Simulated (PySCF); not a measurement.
# NH3 (ammonia) at BP86/def2-SVP (preoptimised minimum)

Aim: an optimisation with harmonic vibrations of NH3 (ammonia). Input form: a Python script.

The calculation is run with PySCF 2.14.0.

2 further runs of the same task are left out: 2 set aside as unsound or not needed.

## 1. The molecule

NH3: 4 atoms, total charge 0, spin state singlet. As SMILES, `N`. The coordinates come from a PBE0-D4/def2-TZVP symmetrised relaxation. The run starts from this shape.

Bond lengths: N1–H2 1.013 Å, N1–H3 1.013 Å, N1–H4 1.013 Å. Angles: H2–N1–H3 107.1°, H2–N1–H4 107.1°, H3–N1–H4 107.1°.

## 2. An optimisation with harmonic vibrations at BP86/def2-SVP (preoptimised minimum)

Input file run.py:

```python
# N
from pyscf import gto, dft, symm
from pyscf.hessian import thermo
from pyscf.geomopt.geometric_solver import kernel as optimise

mol = gto.M(
    atom=[
    ('N', (-0.016542, 0.059068, 0.026247)),
    ('H', (0.543760, -0.492139, 0.664631)),
    ('H', (-0.834182, -0.492301, -0.203447)),
    ('H', (0.520293, 0.163605, -0.825917)),
],
    charge=0,
    max_memory=1860,
    spin=0,
    basis='def2-svp',
    verbose=3,
)

myscf = dft.RKS(mol)
myscf.xc = 'bp86'
myscf.conv_tol = 1e-10
myscf.grids.level = 4
converged, mol_eq = optimise(myscf, maxsteps=80)
print('converged:', converged)
print(mol_eq.tostring())

myscf.reset(mol_eq)
mol = mol_eq
myscf.kernel()
etot = myscf.e_tot
print('Final energy', etot)
hess = myscf.Hessian().kernel()
modes = thermo.harmonic_analysis(mol, hess)
thermo.dump_normal_mode(mol, modes)
symm.geom.TOLERANCE = 1e-3  # for the symmetry number
th = thermo.thermo(myscf, modes['freq_au'], 298.15, 101325)
thermo.dump_thermo(mol, th)
```

Command:

```
OMP_NUM_THREADS=1 python run.py
```

What values should one expect? Wanted: total energy; dipole moment; HOMO energy; LUMO energy; HOMO–LUMO gap; lowest harmonic wavenumber; highest harmonic wavenumber; zero-point energy; ideal-gas entropy at 298.15 K.

**Answer.** As computed:

At BP86/def2-SVP (preoptimised minimum):

| quantity | value |
| --- | --- |
| total energy | -56.50884 Eh |
| dipole moment | 1.78 D |
| HOMO energy | -5.66 eV |
| LUMO energy | 0.99 eV |
| HOMO–LUMO gap | 6.66 eV |
| lowest harmonic wavenumber | 1053 cm⁻¹ |
| highest harmonic wavenumber | 3464 cm⁻¹ |
| zero-point energy | 87.0 kJ/mol |
| ideal-gas entropy at 298.15 K (symmetry number 3 as used) | 46.1 cal/(mol K) |

At the final geometry: Bond lengths: N1–H2 1.032 Å, N1–H3 1.032 Å, N1–H4 1.032 Å. Angles: H2–N1–H3 104.1°, H2–N1–H4 104.1°, H3–N1–H4 104.1°. All 6 modes are real, so the shape is a minimum at this level.
